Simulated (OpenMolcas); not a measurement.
# HO2 (hydroperoxy): ROCCSD(T)/cc-pVTZ

Aim: the energy change on altering one bond length of HO2 (hydroperoxy) at ROCCSD(T)/cc-pVTZ, from 2 runs. 

The results are computed with OpenMolcas 26.06.

**1. Starting point**

The species is HO2 (3 atoms), meant as a doublet with charge 0. SMILES: `[O]O`. Geometry: relaxed at PBE0-D4/def2-TZVP.

Bond lengths: O1–O2 1.309 Å, O2–H3 0.975 Å. Angles: O1–O2–H3 105.8°.

**2. The energy at ROCCSD(T)/cc-pVTZ**

job.input reads:

```
>>> EXPORT MOLCAS_PRINT=2

&GATEWAY
  BasLib = $CurrDir
  Coord
  3
  angstrom
  O       -0.355150       0.941950      -0.088650
  O       -0.244540      -0.359400      -0.172440
  H        0.599690      -0.582550       0.261090
  Basis = cc-pVTZ
  Group = NoSym

&SEWARD

&SCF
  UHF
  Spin = 2
  PrOrbitals = 0

&RASSCF
  FileOrb = $Project.UnaOrb
  Spin = 2
  Nactel = 1 0 0
  Inactive = 8
  Ras2 = 1
  OutOrbitals = Canonical
  OrbListing = Nothing

&MOTRA
  JobIph
  Frozen = 2

&CCSDT
  CCT
  Triples = 3
  Iterations = 50
  Extrapolation = 5 4
```

The basis set cc-pVTZ is read from a file made from the Basis Set Exchange's data (not shown).

The run is started by

```sh
$ export MOLCAS_MEM=1860
$ pymolcas job.input > job.log
```

Standard output:

```text
--- Start Module: gateway ---
[...]
--- Stop Module: gateway /rc=_RC_ALL_IS_WELL_ ---
[...]
      Basis functions           74
[...]
       Convergence after  18 Iterations
[...]
::    Total SCF energy                               -150.2371067506
[...]
      Total spin, S                                     0.5057113663
[...]
      Number of active orbitals                  1
[...]
      Spin quantum number                      0.5
[...]
      Active orbitals                            1
[...]
      Number of CSFs                             1
[...]
      Number of root(s) required                 1
[...]
      Convergence after  8 iterations
[...]
      printout of CI-coefficients larger than  0.05 for root  1
      energy=    -150.230282
      conf/sym  1     Coeff  Weight
             1  u   1.00000 1.00000
      Natural orbitals and occupation numbers for root  1
      sym 1:   1.000000
      ************************************************************************************************************************
      *                                                    Final results                                                     *
[...]
::    RASSCF root number  1 Total energy:   -150.23028187
[...]
      Total electronic charge=   17.000000
      Total            charge=   -0.000000
[...]
      Dipole Moment (debye):
      Origin of the operator (angstrom)=   -0.2724    0.2646   -0.1186
                   X=  1.6295E+00               Y= -8.3700E-01               Z=  7.9187E-01           Total=  1.9957E+00
      Quadrupole Moment (debye*angstrom):
[...]
--- Start Module: motra ---
[...]
      *** WARNING: Default frozen orbitals is overwritten by user input.
      *** Default values:   2
[...]
--- Stop Module: motra /rc=_RC_ALL_IS_WELL_ ---
--- Start Module: ccsdt ---
[...]
      Convergence after                    17  Iterations
      Total energy (diff) :    -150.69510952      -0.00000006
[...]
 METHOD                       : CCSD+T(CCSD)+<T3(1)WT1>+<T3(1)UT2> = CCSD(T)
[...]
       CCSD     =      -150.6951095152726
[...]
--- Stop Module: ccsdt /rc=_RC_ALL_IS_WELL_ ---
[...]
```

Run time: 16 s. Hardware: 1 thread of Arm Neoverse V2, shared host; peak memory 0.42 GiB.

**3. The distorted shape at the same level**

job.inp reads:

```
>>> EXPORT MOLCAS_PRINT=2

&GATEWAY
 BasLib = $CurrDir
 Coord
 3
 angstrom
 O       -0.366211       1.072085      -0.080271
 O       -0.244540      -0.359400      -0.172440
 H        0.599690      -0.582550       0.261090
 Basis = cc-pVTZ
 Group = NoSym

&SEWARD

&SCF
 UHF
 Spin = 2
 PrOrbitals = 0

&RASSCF
 FileOrb = $Project.UnaOrb
 Spin = 2
 Nactel = 1 0 0
 Inactive = 8
 Ras2 = 1
 OutOrbitals = Canonical
 OrbListing = Nothing

&MOTRA
 JobIph
 Frozen = 2

&CCSDT
 CCT
 Triples = 3
 Iterations = 50
 Extrapolation = 5 4
```

The basis set cc-pVTZ is read from a file made from the Basis Set Exchange's data (not shown).

The run is started by

```sh
$ export MOLCAS_MEM=1860
$ pymolcas job.inp > job.log
```

Standard output:

```text
--- Start Module: gateway ---
[...]
--- Stop Module: gateway /rc=_RC_ALL_IS_WELL_ ---
[...]
      Basis functions           74
[...]
       Convergence after  20 Iterations
[...]
::    Total SCF energy                               -150.2246739981
[...]
      Total spin, S                                     0.5181329821
[...]
      Number of active orbitals                  1
[...]
      Spin quantum number                      0.5
[...]
      Active orbitals                            1
[...]
      Number of CSFs                             1
[...]
      Number of root(s) required                 1
[...]
      Convergence after  8 iterations
[...]
      printout of CI-coefficients larger than  0.05 for root  1
      energy=    -150.217817
      conf/sym  1     Coeff  Weight
             1  u   1.00000 1.00000
      Natural orbitals and occupation numbers for root  1
      sym 1:   1.000000
      ************************************************************************************************************************
      *                                                    Final results                                                     *
[...]
::    RASSCF root number  1 Total energy:   -150.21781714
[...]
      Total electronic charge=   17.000000
      Total            charge=   -0.000000
[...]
      Dipole Moment (debye):
      Origin of the operator (angstrom)=   -0.2777    0.3277   -0.1145
                   X=  1.6134E+00               Y= -6.4135E-01               Z=  8.0475E-01           Total=  1.9136E+00
      Quadrupole Moment (debye*angstrom):
[...]
--- Start Module: motra ---
[...]
      *** WARNING: Default frozen orbitals is overwritten by user input.
      *** Default values:   2
[...]
--- Stop Module: motra /rc=_RC_ALL_IS_WELL_ ---
--- Start Module: ccsdt ---
[...]
      Convergence after                    18  Iterations
      Total energy (diff) :    -150.68694112      -0.00000005
[...]
 METHOD                       : CCSD+T(CCSD)+<T3(1)WT1>+<T3(1)UT2> = CCSD(T)
[...]
       CCSD     =      -150.6869411203737
[...]
--- Stop Module: ccsdt /rc=_RC_ALL_IS_WELL_ ---
[...]
```

Wall time 17 s (1 thread of Arm Neoverse V2, shared host); peak memory 0.42 GiB.

**4. What came out**

At ROCCSD(T)/cc-pVTZ, 2 core orbitals frozen:

```
                                                         quantity          value
                                        first shape: total energy  -150.71216 Eh
                                      first shape: (T) correction     -17.05 mEh
                                    distorted shape: total energy  -150.70575 Eh
                                  distorted shape: (T) correction     -18.81 mEh
energy change with the O1–O2 bond stretched from 1.309 to 1.440 Å       0.174 eV
```

**Reading.** With the O1–O2 bond stretched from 1.309 to 1.440 Å the energy rises by 0.17 eV (16.8 kJ/mol). The first shape isn't relaxed at this level, so the change isn't measured from a minimum.
